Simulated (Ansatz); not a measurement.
**FCI/STO-3G run of [NO2]− (nitrite)**

What is the energy change on altering one bond length of [NO2]− (nitrite) at FCI/STO-3G? 

The results are computed with Ansatz 0.2.0.

12 further runs of the same task are left out: 10 that didn't finish, 2 set aside as unsound or not needed.

### Step 1. Starting point

[NO2]− has 3 atoms, charge -1, and is taken as a singlet. SMILES: `O=N[O-]`. The shape is that of a GFN2-xTB optimisation.

Bond lengths: O1–N2 1.272 Å, N2–O3 1.272 Å. Angles: O1–N2–O3 117.3°.

### Step 2. A single-point energy at FCI/STO-3G

File run.yaml:

```yaml
crystal:
  periodic: [false, false, false]
  atoms:
    - {symbol: O, position_ang: [0.332300, 1.015250, 0.295330]}
    - {symbol: "N", position_ang: [0.330220, -0.248730, 0.154080]}
    - {symbol: O, position_ang: [-0.662520, -0.766520, -0.449410]}
basis:
  gaussian: {orbitals: STO-3G}
total_charge: -1
correlation: {method: fci, frozen_orbitals: {"N": 1, O: 1}}
accuracy: high
```

Command:

```bash
$ ansatz run run.yaml --threads 1 --pin off --max-ram 2610MiB --events-out events.jsonl --progress --plain --runs-dir runs
```

The log of the run:

```text
Warning: RAYON_NUM_THREADS=1 ignored (pool sized by the plan → 1); use --threads N
Functional definition: HF
  name "HF"
  exchange = exact_x
  correlation = 0
252 factors; integrals over basis functions are off by at most 3.8e-8 eV
mean field evaluation 1: about -5470.5625 eV, gradient 3.3e1 eV
mean field evaluation 2: about -5470.7063 eV, gradient 3.3e1 eV
mean field evaluation 4: about -5473.8805 eV, gradient 1.4e0 eV
mean field evaluation 8: about -5473.8934 eV, gradient 5.2e-2 eV
mean field -5473.89343165 eV, -201.1618732751 hartree, gradient 1.5e-8 eV, S^2 0.000000; 0 other end points of the search recorded, 0 dependent functions left out; unrestricted orbitals would lower it
mean field evaluation 16: about -5473.7856 eV, gradient 8.5e0 eV
3 core orbitals not correlated: weight in the atoms' cores, before any rotation towards them, 1.000 or more for the frozen orbitals, at most 0.000 for the correlated occupied ones
reference -5473.89343165 eV, -201.1618732751 hartree; 9, 9 occupied and 3, 3 virtual orbitals, 252 factors
state -5478.92346844 eV, -201.3467237175 hartree
Total energy: -5478.92346844 eV, -201.3467237175 hartree
```

Run time: 0.42 s. Hardware: 1 thread of Arm Neoverse V1, shared host.

### Step 3. The distorted shape

File run.yaml:

```yaml
crystal:
  periodic: [false, false, false]
  atoms:
    - symbol: O
      position_ang: [0.580462, 1.144686, 0.446189]
    - symbol: N
      position_ang: [0.578382, -0.119294, 0.304939]
    - symbol: O
      position_ang: [-0.662520, -0.766520, -0.449410]
basis:
  gaussian: {orbitals: STO-3G}
correlation: {method: fci, frozen_orbitals: {"N": 1, O: 1}}
total_charge: -1
accuracy: high
```

Command:

```bash
$ ansatz run run.yaml --threads 1 --pin off --max-ram 2610MiB --events-out events.jsonl --progress --plain --runs-dir runs
```

The log of the run, cut to the lines that bear on the results:

```text
Warning: RAYON_NUM_THREADS=1 ignored (pool sized by the plan → 1); use --threads N
[... 2 set-up lines as earlier in the session ...]
[...]
250 factors; integrals over basis functions are off by at most 3.4e-8 eV
[...]
mean field -5472.39867068 eV, -201.1069418226 hartree, gradient 1.1e-8 eV, S^2 0.000000; 5 other end points of the search recorded, 0 dependent functions left out; unrestricted orbitals would lower it
3 core orbitals not correlated: weight in the atoms' cores, before any rotation towards them, 1.000 or more for the frozen orbitals, at most 0.000 for the correlated occupied ones
reference -5472.39867068 eV, -201.1069418226 hartree; 9, 9 occupied and 3, 3 virtual orbitals, 250 factors
state -5478.59087865 eV, -201.3345012682 hartree
Total energy: -5478.59087865 eV, -201.3345012682 hartree
```

Run time: 0.5 s. Hardware: 1 thread of Arm Neoverse V1, shared host.

### Step 4. Results

At FCI/STO-3G, 3 core orbitals frozen:

```
                                                         quantity          value
                                        first shape: total energy  -201.34672 Eh
         first shape: correlation energy (3 core orbitals frozen)     -184.9 mEh
                                    distorted shape: total energy  -201.33450 Eh
     distorted shape: correlation energy (3 core orbitals frozen)     -227.6 mEh
energy change with the N2–O3 bond stretched from 1.272 to 1.590 Å       0.333 eV
```

In words: With the N2–O3 bond stretched from 1.272 to 1.590 Å the energy rises by 0.33 eV (32.1 kJ/mol). The first shape isn't relaxed at this level, so the change isn't measured from a minimum. The minimal basis adds a large error of its own. The restricted solution (first shape) is unstable to spin breaking: an unrestricted one lies lower. The restricted solution (distorted shape) is unstable to spin breaking: an unrestricted one lies lower.
